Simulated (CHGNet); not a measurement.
## Tetradymite Bi₂Te₃

All values below come from the machine-learned potential CHGNet 0.3.0 (trained on PBE and PBE+U data).

Cell (relaxed at this level):

```
Bi2Te3
1.0
    2.21374     1.27810    12.54208
   -2.21374     1.27810    12.54208
    0.00000    -2.55620    12.54208
Bi Te
2 3
Cartesian
  0.00000   0.00000  14.59951
  0.00000   0.00000  23.02672
  0.00000   0.00000  37.62623
  0.00000   0.00000   8.75600
  0.00000   0.00000  28.87024
```

```json
{
 "equilibrium_lattice_constant_a": "4.427 Å",
 "lattice_parameter_c": "37.626 Å"
}
```

Measured, for comparison: lattice constant a 4.386 Å, lattice parameter c 30.497 Å (temperature not stated, no zero-point or thermal correction; as tabulated in Luo et al. (2012), arXiv:1308.1523). Computed (rounded) less measured: lattice constant a +0.9 %, lattice parameter c +23.4 %.

A machine-learned potential is trained on density-functional data: it inherits that level's misses and adds fitting errors of its own.

Note: elastic tensor is asymmetric by over 3 %: noisy; the model's c/a of 8.50 is far from the 6.96 of the starting cell; this model's volume lies 26 % above that of the starting cell (a measured, published or database cell); the cell moved over 20 % in volume from its start.
